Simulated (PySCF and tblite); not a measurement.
The numbers below are computed, except where a source is named.
diethyl sulfide, C₄H₁₀S, numbered as in [CH3:1][CH2:2][S:3][CH2:4][CH3:5].

Search: ETKDG, MMFF94s, GFN2-xTB, 90 starts; geometries at PBE0-D3(BJ)/def2-SVP. Energies: PBE0-D3(BJ)/def2-SVP, with GFN2-xTB thermal terms (modes under about 100 cm⁻¹ blended into free rotors). Symmetry numbers and mirror images are counted. Conformers within 3 kcal/mol (GFN2-xTB free energy) were kept, 6 at most. Run with PySCF (density fitting) and tblite.

Rotational constants are equilibrium values for the commonest isotopes; dipoles come from the energy level named.

Torsions listed: C1–C2–S3–C4, C2–S3–C4–C5. Of a mirror pair one member is shown.

| conformer | shape | symmetry | weight % |
| --- | --- | --- | --- |
| 1 | 71°, 175° | C1 (pair) | 42.3 |
| 2 | -66°, -66° | C2 (pair) | 39.7 |
| 3 | 97°, -67° | C1 (pair) | 12.2 |
| 4 | 180°, 180° | C2v | 5.8 |

Sets of constants, in random order:

```
set  A (MHz)  B (MHz)  C (MHz)  abs μa (D)  abs μb (D)  abs μc (D)
  P     8301     2057     1812        0.35        1.36        0.70
  Q     5417     2601     2132        0.00        1.62        0.00
  R     5199     2757     2054        0.16        1.27        0.99
  S    14368     1732     1608        0.00        1.54        0.00
```

Q: Match each set to its conformer.

A: P is conformer 1, Q is conformer 2, R is conformer 3, S is conformer 4.
